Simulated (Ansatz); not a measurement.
## O–Al–OH, singlet: the ladder up to RCCSDT(Q)

Geometry: a PBE0/def2-TZVP stationary point for this spin, not checked as a minimum.

```xyz
4

O     0.0000    0.0000   -2.2486
Al    0.0000    0.0000   -0.6530
O     0.0000    0.0000    0.9779
H     0.0000    0.0000    1.9238
```

Basis cc-pVTZ; Ansatz 0.2.0. Only valence electrons are correlated (noble-gas cores frozen), which leaves 16 electrons in 101 orbitals. R marks a restricted (for open shells ROHF) determinant.

Full CI isn't at hand for all of this; RCCSDT(Q) serves as the reference, and is uncertain by about the last step of the cluster series.

* UHF ⟨S²⟩: 0.000
* T1 diagnostic (RCCSD): 0.0232
* largest doubles amplitude (RCCSD): 0.038

```tsv
level	E − E(RHF) (eV)
RMP2	-15.3590
RCCSD	-15.1499
RCCSD(T)	-15.8061
```

(1) Estimate how far RCCSDT(Q) in cc-pVTZ lies from RCCSD(T). The table doesn't fix it; the size of (T) and the diagnostics are the guide.

(1) RCCSDT(Q) in cc-pVTZ lies 1.31 kcal/mol below RCCSD(T), which is 9 % of the (T) step (-15.13 kcal/mol). T1 is raised, but (T) still catches most of what CCSD lacks. The miss exceeds 1 kcal/mol.

The other levels:

| level | E − E(RCCSDT(Q)) (kcal/mol) | share of correlation (%) | wall time |
| --- | --- | --- | --- |
| BCCD(T) | 1.14 | 99.69 | 4.8 s (H100) |
| RCCSDT | 1.24 | 99.66 | – |

The correlation energy at RCCSDT(Q), counted from RHF, is -15.863 eV. That run took 26 s on 2 threads of AMD EPYC 7R13 with a shared H100 80 GB, shared host.

Times hold each run's SCF and search for its determinant on a shared host, so for small cases they say little of a method's own cost; rows without a card ran on 1 thread of AMD EPYC 7R13.

Atomization energy (electronic, same basis, no zero-point term; atoms at the same level, unrestricted beside the R rows where the molecule is a closed shell, with restricted open-shell steps beyond CCSDT(Q)) at RCCSDT(Q): 1364.0 kJ/mol. Errors of other levels:

| level | error (kJ/mol) |
| --- | --- |
| RHF | -538.8 |
| RMP2 | 97.3 |
| RCCSD | -47.5 |
| RCCSD(T) | -2.4 |
| BCCD(T) | -1.1 |
| RCCSDT | -4.9 |

This basis is far from its limit, so the value isn't to be set against a measured one.
